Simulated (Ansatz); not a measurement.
CH3 (SMILES [CH3]) moved off its minimum; all values from Ansatz (a first-principles code), cores frozen in correlated methods. Open shells are unrestricted.
(charge 0, multiplicity 2)
```xyz
4

C     -0.0019    -0.0315    -0.1683
H      0.9284    -0.3437    -0.0260
H     -0.6492    -0.9158    -0.0081
H     -0.2649     0.9560     0.0988
```

### Question
Give the forces (eV/Å), the total energy and the dipole at CCSD(T)/aug-cc-pVTZ.

### Answer

| atom | Fx | Fy | Fz |
|---|---|---|---|
| C1 | -3.484 | -1.118 | 0.010 |
| H2 | 4.330 | -0.716 | 0.250 |
| H3 | -0.336 | 1.066 | -0.326 |
| H4 | -0.510 | 0.768 | 0.065 |
Energy -39.7509 hartree, dipole 0.39 D.
